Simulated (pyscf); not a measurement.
H₃C–AlH–CH₃ + HO–SiH₃ → H₃C–Al(CH₃)–O–SiH₃ + H₂ (four-centre exchange; singlet surface; Al–H, H–O broken, Al–O, H–H formed). PySCF, gas phase, ωB97X-D3(BJ)/def2-SVP geometries. Energies in kJ/mol from the separated reactants.

```csv
level,barrier,reaction energy
ωB97X-D3(BJ)/def2-TZVP,-41.8,-155.8
PBE/def2-TZVP,…,…
PBE0-D3(BJ)/def2-TZVP,-45.1,-147.1
M06-2X/def2-TZVP,-41.8,-166.5
ωB97M-D3(BJ)/def2-TZVP,-33.9,-151.2
HF/def2-TZVP,…,-145.4
```

### Question
What belongs in the gaps?

### Answer

- PBE/def2-TZVP, barrier: -42.3
- PBE/def2-TZVP, reaction energy: -143.2
- HF/def2-TZVP, barrier: 23.8

On the reactant side the descent ends in an adduct with a Al–O contact, 87.1 kJ/mol under the separated species and 45.3 kJ/mol under the saddle at ωB97X-D3(BJ)/def2-TZVP. At ωB97X-D3(BJ)/def2-TZVP, PBE, PBE0-D3(BJ), M06-2X, ωB97M-D3(BJ) the saddle lies under the separated reactants, which points to a path from their complex (located at ωB97X-D3(BJ) alone). What is counted as formed (Al–O) is already present as a longer contact in the reactant adduct; forming that adduct is a step of its own. At the saddle there is also a short Al–H contact that neither side keeps. This is the saddle that the search found; another between the same sides may lie lower.
